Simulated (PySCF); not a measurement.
## Two-photon absorption: 2-methyl-1-propanol (SMILES OCC(C)C)

Cartesian coordinates in Å; atom numbers follow the order of the lines, from 1:
```xyz
15

C     1.244   -0.798   -0.055
C     0.070    0.082    0.343
C     0.376    1.556    0.123
C    -1.192   -0.306   -0.413
O    -1.594   -1.643   -0.202
H     2.127   -0.576    0.548
H     1.505   -0.632   -1.105
H     1.000   -1.855    0.063
H    -0.130   -0.069    1.414
H     1.259    1.862    0.687
H    -0.458    2.192    0.431
H     0.576    1.754   -0.935
H    -1.015   -0.216   -1.489
H    -2.004    0.391   -0.158
H    -1.806   -1.749    0.729
```

The calculation used TDDFT CAM-B3LYP/def2-TZVPD excited states, vertical, gas phase (PySCF). Geometry: PBE0-D3(BJ)/def2-TZVP.

Give the one- and two-photon strengths of the lowest singlets.

δ for parallel linear polarisation; σ at the peak of a Lorentzian of half width 0.1 eV, single beam; Ω is circular over linear.
| state | E (eV) | f | photon λ (nm) | δ (au) | σ (GM) | Ω | main |
| --- | --- | --- | --- | --- | --- | --- | --- |
| S1 | 6.71 | 0.005 | 369 | 15 | 0.25 | 1.29 | HOMO→LUMO 0.80, HOMO→LUMO+1 0.11 |
| S2 | 7.85 | 0.027 | 316 | 25.5 | 0.58 | 0.82 | HOMO→LUMO+1 0.57, HOMO→LUMO+3 0.11 |
| S3 | 8.04 | 0.014 | 308 | 4.76 | 0.11 | 0.66 | HOMO→LUMO+2 0.75 |
| S4 | 8.18 | 0.012 | 303 | 27.8 | 0.68 | 1.34 | HOMO−1→LUMO 0.78 |
| S5 | 8.27 | 0.016 | 300 | 19.4 | 0.49 | 0.64 | HOMO→LUMO+3 0.71, HOMO→LUMO+5 0.09 |
| S6 | 8.74 | 0.007 | 284 | 64.8 | 1.81 | 0.36 | HOMO−2→LUMO 0.56, HOMO−1→LUMO+1 0.14 |

Among these, the strongest one-photon state is S2, the strongest two-photon state S6, with a dipole change of 5.2 D (relaxed, norm of the difference vector).
